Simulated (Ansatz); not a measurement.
# Several solutions for singlet SO

```xyz
2

S     0.0000    0.0000    0.0000
O     0.0000    0.0000    1.7880
```

Basis set: 6-31G (spherical functions). Charge 0, multiplicity 1.

PBE0 (unrestricted) was run from several starts with Ansatz (development build ahead of 0.2.0).

```csv
run,program,start,converged,energy (hartree),<S²>
A,Ansatz,search for the lowest state,yes,-473.02681,1.00
B,Ansatz,stability test followed,yes,-473.02681,1.00
C,Ansatz,"atomic start, no search",yes,-472.99024,0.00
```

Task: Which runs reached the lowest solution of this kind, and what is wrong with the others?

Result: A, B reached the lowest solution found. Converged but too high: C by 0.99 eV. Convergence only shows a stationary point, and even a stable one can lie too high; stability tests and further starts are what find lower ones. Caution: another spin multiplicity may lie lower. Caution: the unrestricted determinant is a mixture of spin states.
